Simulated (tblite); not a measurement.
C5H9S (doublet state).
SMILES with atom numbers: `[CH2:1]=[CH:2][CH2:3][CH2:4][CH2:5][S:6]` (hydrogens: H7, H8 on C1; H9 on C2; H10, H11 on C3; H12, H13 on C4; H14, H15 on C5)
Bond orders are those of one Lewis drawing.

Computed with GFN2-xTB (tblite), gas phase: L-BFGS steps from a force-field or distance-geometry start until the largest atomic force falls under 0.01 eV/Å.

Step 13: E = -502.5050 eV
```
atom  x, y, z in Å  |  force x, y, z in eV/Å
C1      2.5484    0.6767   -0.3547    0.044  -0.025  -0.034
C2      1.2814    1.0221   -0.2343   -0.031   0.019   0.027
C3      0.1403    0.1597   -0.6553   -0.047  -0.011  -0.020
C4     -0.7782   -0.1699    0.5229   -0.024  -0.010   0.058
C5     -1.9375   -1.0666    0.1021   -0.007  -0.012   0.009
S6     -2.9713   -0.3377   -1.1801    0.017   0.021   0.031
H7      3.3604    1.3098   -0.0439   -0.010   0.047   0.018
H8      2.8239   -0.2682   -0.7912    0.057  -0.054  -0.007
H9      1.0047    1.9729    0.1986    0.014   0.054   0.038
H10     0.5181   -0.7594   -1.1054   -0.014  -0.046  -0.003
H11    -0.4593    0.6865   -1.4031    0.001   0.012  -0.072
H12    -0.2130   -0.6831    1.3041    0.037  -0.043   0.004
H13    -1.1603    0.7581    0.9520   -0.076   0.016  -0.029
H14    -2.5963   -1.2783    0.9476    0.032   0.024   0.001
H15    -1.5658   -2.0146   -0.2924    0.005   0.009  -0.022
```

Step 14: E = -502.5061 eV
```
atom  x, y, z in Å  |  force x, y, z in eV/Å
C1      2.5499    0.6751   -0.3556    0.052  -0.004  -0.026
C2      1.2824    1.0206   -0.2363   -0.047   0.003   0.047
C3      0.1386    0.1590   -0.6546   -0.020   0.004  -0.028
C4     -0.7792   -0.1702    0.5244   -0.005   0.005   0.026
C5     -1.9370   -1.0670    0.1016   -0.006  -0.002   0.015
S6     -2.9712   -0.3351   -1.1785    0.017   0.016   0.029
H7      3.3574    1.3148   -0.0425   -0.019   0.007  -0.001
H8      2.8311   -0.2701   -0.7909    0.034  -0.006   0.011
H9      1.0056    1.9715    0.1993    0.028   0.022   0.015
H10     0.5116   -0.7601   -1.1072    0.013  -0.065   0.002
H11    -0.4590    0.6862   -1.4032   -0.017   0.026  -0.065
H12    -0.2138   -0.6832    1.3057    0.033  -0.033   0.002
H13    -1.1623    0.7586    0.9502   -0.075   0.016  -0.011
H14    -2.5946   -1.2781    0.9474    0.013   0.009   0.011
H15    -1.5640   -2.0141   -0.2931   -0.001   0.004  -0.027
```

Step 15: E = -502.5068 eV
```
atom  x, y, z in Å  |  force x, y, z in eV/Å
C1      2.5509    0.6742   -0.3567    0.025   0.013  -0.012
C2      1.2826    1.0199   -0.2366   -0.032  -0.016   0.040
C3      0.1371    0.1587   -0.6548    0.006   0.012  -0.023
C4     -0.7801   -0.1702    0.5256    0.012   0.014  -0.007
C5     -1.9366   -1.0674    0.1012   -0.001   0.004   0.019
S6     -2.9708   -0.3328   -1.1768    0.013   0.013   0.022
H7      3.3551    1.3182   -0.0416   -0.022  -0.020  -0.013
H8      2.8355   -0.2718   -0.7905    0.018   0.031   0.022
H9      1.0072    1.9717    0.2005    0.032  -0.010  -0.004
H10     0.5083   -0.7616   -1.1076    0.018  -0.050   0.011
H11    -0.4588    0.6861   -1.4054   -0.017   0.020  -0.040
H12    -0.2137   -0.6841    1.3063    0.022  -0.014  -0.006
H13    -1.1655    0.7588    0.9493   -0.061   0.005  -0.002
H14    -2.5927   -1.2773    0.9475   -0.007  -0.006   0.022
H15    -1.5629   -2.0142   -0.2937   -0.006   0.004  -0.028
```

Q: Estimate the geometry and energy of step 16. (The exact step hangs on the optimiser's Hessian estimate; all steps are aligned on step 15, rigid shifts and turns removed.)

A: E = -502.5072 eV, largest force 0.050 eV/Å
```
atom  x, y, z in Å  |  force x, y, z in eV/Å
C1      2.5511    0.6739   -0.3575   -0.009   0.019   0.000
C2      1.2824    1.0194   -0.2360   -0.007  -0.025   0.019
C3      0.1362    0.1588   -0.6556    0.016   0.008  -0.013
C4     -0.7804   -0.1700    0.5260    0.016   0.015  -0.025
C5     -1.9361   -1.0678    0.1011    0.003   0.004   0.021
S6     -2.9702   -0.3310   -1.1752    0.007   0.011   0.016
H7      3.3535    1.3196   -0.0414   -0.013  -0.025  -0.014
H8      2.8375   -0.2724   -0.7900    0.011   0.043   0.022
H9      1.0092    1.9721    0.2016    0.026  -0.027  -0.013
H10     0.5072   -0.7634   -1.1070    0.011  -0.020   0.019
H11    -0.4588    0.6862   -1.4083   -0.005   0.006  -0.013
H12    -0.2131   -0.6849    1.3061    0.011   0.007  -0.016
H13    -1.1690    0.7586    0.9491   -0.040  -0.008  -0.003
H14    -2.5912   -1.2765    0.9480   -0.017  -0.017   0.026
H15    -1.5626   -2.0146   -0.2943   -0.009   0.010  -0.026
```

The energy changes by -0.0005 eV. The first-order estimate −F·Δx gives -0.0007 eV and the mean of the old and new forces, exact on a quadratic surface, -0.0005 eV. The step makes an angle of 53° with the force vector and moves no atom by more than 0.004 Å.

The cost below is that of the whole relaxation. Time: 0.15 s wall. Hardware: one thread, AMD EPYC 9B45 (x86_64), shared host with 48 logical CPUs at a one-minute load of 7.7.
